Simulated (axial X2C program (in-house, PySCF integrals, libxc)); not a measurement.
# Bond lengths and stretching modes, held linear, of FSiF⁺

Calculated with an in-house all-electron X2C program for linear molecules (integrals from PySCF): two-component X2C with atomic mean-field Coulomb and Gaunt terms, Gaussian nuclei, basis F dyall-av3z, Si dyall-v3z with contracted cores. Spin-free rows use the one-electron spin-free X2C Hamiltonian.

Masses F 18.998, Si 27.977, F 18.998 u. States: 2c Ω = 1/2 (beyond evenly filled blocks: ω = 1/2); spin-free M_S = 1/2, Λ = 0 (beyond evenly filled blocks: σα).

MP2, 2c: energies above the lowest point

```tsv
r(F–Si) (Å)	r(Si–F) (Å)	E (meV)
1.5220	1.5220	67.96
1.5220	1.5610	33.33
1.5220	1.6000	58.03
1.5610	1.5220	33.33
1.5610	1.5610	0.00
1.5610	1.6000	26.09
1.5610	1.6391	99.98
1.6000	1.5220	58.03
1.6000	1.5610	26.09
1.6000	1.6000	53.68
1.6391	1.5610	99.98
1.6391	1.6391	206.17
```

**Question.** Fit a quadratic surface with cubic terms in each bond: where is the minimum, and what are the two stretching wavenumbers?

**Answer.** At MP2, 2c: bonds 1.562 and 1.562 Å; harmonic stretches 755.4 and 1131.5 cm⁻¹; force constants 6.23, 6.23 and coupling 0.16 mdyn/Å.

The other levels and Hamiltonians give:

```
Hamiltonian      level  r(F–Si) (Å)  r(Si–F) (Å)  lower stretch (cm⁻¹)  upper stretch (cm⁻¹)
         2c       PBE0        1.560        1.560                 739.3                1102.9
         2c         HF        1.530        1.530                 797.7                1185.1
         2c  BHandHLYP        1.547        1.547                 761.7                1130.7
  spin-free       PBE0        1.560        1.560                 739.2                1102.8
  spin-free         HF        1.530        1.530                 797.6                1184.9
  spin-free  BHandHLYP        1.546        1.546                 761.6                1130.6
  spin-free        MP2        1.562        1.562                 755.4                1131.4
```

Each state is one determinant, the lowest of a limited PBE0 search; the stretches come from a fit to these few points and carry an uncertainty of a few per cent. Other orders of the atoms were not compared. MP2 freezes inner shells (threshold -2 hartree). The molecule was held linear; bending was not examined, so a bent shape may lie lower.
